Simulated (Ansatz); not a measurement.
## Two structures, one formula

Two relaxed structures of AlSiH4O, doublet (PBE0-D4/def2-TZVP; forces vanish, vibrations not checked).

A:

O1  (-0.166, -0.022, -0.001)
Si2  (-1.179, 0.363, -1.085)
Al3  (1.371, -0.201, 1.093)
H4  (2.473, -0.759, 0.069)
H5  (-2.540, -0.294, -0.901)
H6  (1.572, 1.283, 1.664)
H7  (0.779, -1.284, 2.137)
(Å)

B:

O1  (-0.046, 0.028, -0.052)
Si2  (-1.120, 0.341, -1.233)
Al3  (1.080, 0.042, 1.203)
H4  (-0.620, -0.215, -2.526)
H5  (-2.435, -0.283, -0.893)
H6  (1.544, 1.440, 1.772)
H7  (1.597, -1.353, 1.728)
(Å)

Computed with Ansatz 0.2.0 (basis: def2-TZVPP); correlated methods freeze the cores; orbitals are unrestricted. B3LYP uses VWN-RPA correlation.

**Question.** Which structure is lower at CCSD(T), and by how much? (Judge from chemistry; the value comes from the calculation.)

**Answer.** Computed: B, by 2.184 eV (electronic energy, against the other). By their contacts, A is AlSiH₄O ([AlH3][O][SiH]) and B is AlSiH₄O ([AlH2][O][SiH2]).

All methods give the same order:

| method | E(B) − E(A) (eV) |
| --- | --- |
| PBE-D4 | -1.827 |
| r2SCAN-D4 | -2.052 |
| PBE0-D4 | -2.158 |
| B3LYP-D4 | -2.020 |
| wB97M-V | -2.119 |
| HF | -2.500 |
| MP2 | -2.258 |
| CCSD | -2.270 |
| CCSD(T) | -2.184 |

No T1 diagnostic of these runs exceeds 0.027. ⟨S²⟩ of the unrestricted Hartree–Fock references: 0.75 to 0.77 (a pure state has 0.75).

Labels in which every atom is bracketed show which atoms are joined, not bond orders.

For scale, one of the runs: CCSD(T)/def2-TZVPP, 171 basis functions, launched by `ansatz run in.yaml --threads 2 --pin off --events-out ev --progress --plain --max-ram 4352MiB`. Hardware: 2 CPU threads of an Arm Neoverse V2, shared host. Wall time 65 s; peak host memory 3.2 GiB.
